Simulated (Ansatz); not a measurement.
# Telling isomers of C4H5F apart by their spectra

These gas-phase data were calculated for one isomer of C4H5F at r2SCAN-D4/def2-SVP (harmonic, unscaled wavenumbers; equilibrium rotational constants with average atomic masses):

```
rotational constants            : 8.853, 3.829, 2.885 GHz
all wavenumbers above 1500 cm⁻¹ : 3473, 3163, 3159, 3050, 3024, 2217
```

Candidates:

(1) `C#C[C@@H](C)F`, a singlet
(2) `CCC#CF`, a singlet

Task: Which structure fits?

Result: Candidate (1). The band at 3473 cm⁻¹ lies where the ≡C–H stretch is expected; (2) has no mode between 3300 and 3560 cm⁻¹.

The same quantities for all candidates:

```tsv
	rotational constants (GHz)	wavenumbers above 1500 cm⁻¹	E above the lowest, r2SCAN-D4/def2-SVP (kcal/mol)
(1)	8.853, 3.829, 2.885	3473, 3163, 3159, 3050, 3024, 2217	0.0
(2)	23.58, 2.053, 1.934	3146, 3143, 3069, 3042, 3024, 2436	11.0
```

Harmonic stretches to hydrogen usually lie a few per cent above observed fundamentals. Programs: Ansatz 0.2.0.
